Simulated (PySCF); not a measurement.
The electron affinity along the third row

Calculated with PySCF 2.14 from differences of total energies of unrestricted determinants, without spin-orbit coupling. Values in eV. The last column holds reference values (measured affinities from photodetachment; the arrow runs from anion to atom). Unmarked ones compare directly (S terms, centres of terms, or small fine structure); those marked * lie between the lowest fine-structure levels and include a spin-orbit shift.

```json
{"element": "Al (aug-cc-pV(T+d)Z with one added diffuse shell each of s, p, d, f type, non-relativistic)", "configurations": "[Ne] 3s2 3p2 → [Ne] 3s2 3p1", "UHF": "0.017", "CCSD (valence)": "0.376", "CCSD(T) (valence)": "0.427", "LDA": "0.676", "PBE": "0.629", "PBE0": "0.550", "reference": "0.433 *"}
{"element": "Si (aug-cc-pV(T+d)Z with one added diffuse shell each of s, p, d, f type, non-relativistic)", "configurations": "[Ne] 3s2 3p3 → [Ne] 3s2 3p2", "UHF": "0.853", "CCSD (valence)": "1.328", "CCSD(T) (valence)": "1.389", "LDA": "1.604", "PBE": "1.510", "PBE0": "1.465", "reference": "1.390 *"}
{"element": "P (aug-cc-pV(T+d)Z with one added diffuse shell each of s, p, d, f type, non-relativistic)", "configurations": "[Ne] 3s2 3p4 → [Ne] 3s2 3p3", "UHF": "-0.316", "CCSD (valence)": "0.553", "CCSD(T) (valence)": "0.623", "LDA": "1.063", "PBE": "0.913", "PBE0": "0.798", "reference": "0.747 *"}
{"element": "S (aug-cc-pV(T+d)Z with one added diffuse shell each of s, p, d, f type, non-relativistic)", "configurations": "[Ne] 3s2 3p5 → [Ne] 3s2 3p4", "UHF": "0.889", "CCSD (valence)": "1.867", "CCSD(T) (valence)": "1.952", "LDA": "2.403", "PBE": "2.174", "PBE0": "2.071", "reference": "2.077 *"}
{"element": "Cl (aug-cc-pV(T+d)Z with one added diffuse shell each of s, p, d, f type, non-relativistic)", "configurations": "[Ar] → [Ne] 3s2 3p5", "UHF": "2.377", "CCSD (valence)": "3.415", "CCSD(T) (valence)": "3.508", "LDA": "3.940", "PBE": "3.655", "PBE0": "3.572", "reference": "3.613 *"}
```

The highest occupied level of the anion is positive for Al⁻ at LDA, PBE, PBE0; Si⁻ at LDA, PBE, PBE0; P⁻ at LDA, PBE, PBE0; S⁻ at LDA, PBE, PBE0; Cl⁻ at LDA, PBE, so there the basis helps to hold the electron.

"Valence" correlates the outer s and p shells and, in groups 3 to 12 and the f block, the outer d or f shell, open or full, or the next shell where the ion has no valence electron left; the wider scheme adds the next inner shell.
